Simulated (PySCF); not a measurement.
**C2H6O2**

C2H6O2 is a small molecule, neutral, singlet. The structure, one conformer, was relaxed in the gas phase by PBE0-D3(BJ)/def2-SVP. No frequency run checks that it is a minimum.

SMILES: CC(O)O

```xyz
10

C    -0.386    0.114    0.501
C     0.967    0.147   -0.189
O    -0.822   -1.196    0.703
O    -1.320    0.905   -0.169
H    -0.312    0.551    1.509
H     0.886   -0.292   -1.200
H     1.710   -0.435    0.374
H     1.328    1.179   -0.298
H    -0.713   -1.687   -0.120
H    -1.289    0.686   -1.108
```
Atoms count from 1 in this order.

Shieldings: GIAO PBE0/pcSseg-2. Shifts are against computed references at the same level: C TMS (σ 184.1 ppm), H TMS (σ 31.24 ppm). Core levels by delta-SCF with SCAN, pcX-2 on the ionised atom and pcseg-1 elsewhere, spin-free X2C; from the vacuum level, for chosen atoms.

**Question.** Give the shieldings and core levels atom by atom.

**Answer.** 
| atoms | bonded to | σ (ppm) | δ (ppm) | core level (eV) |
| --- | --- | --- | --- | --- |
| C1 | 1 C + 2 O + 1 H | 90.2 | 93.9 | 1s 293.82 |
| C2 | 1 C + 3 H | 153.5 | 30.6 | 1s 291.15 |
| O3 O4 | 1 C + 1 H | 214.2 | - | 1s 538.93 |
| H5 | 1 C | 26.39 | 4.85 | - |
| H6 H7 H8 | 1 C | 30.02 | 1.22 | - |
| H9 H10 | 1 O | 30.73 | 0.51 | - |

Values are those of this one static structure, with the three H of a rotating XH3 group averaged; atoms that internal rotation interchanges would show their mean in an NMR spectrum.

**Question.** Which of C1, C2 holds its core electrons tightest, and by how much against the loosest?

**Answer.** C1 (bonded to 1 C + 2 O + 1 H), by 2.67 eV over C2 (bonded to 1 C + 3 H).

**Question.** By CAM-B3LYP/def2-SVPD (TDDFT singlets, Tamm-Dancoff triplets, ionisation by delta-SCF), where does absorption start, and what does vertical ionisation take?

**Answer.** The lowest singlet lies at 7.34 eV (f 0.014), the strongest of the first 6 at 7.57 eV (f 0.027), the lowest triplet at 7.04 eV; vertical ionisation takes 11.20 eV.
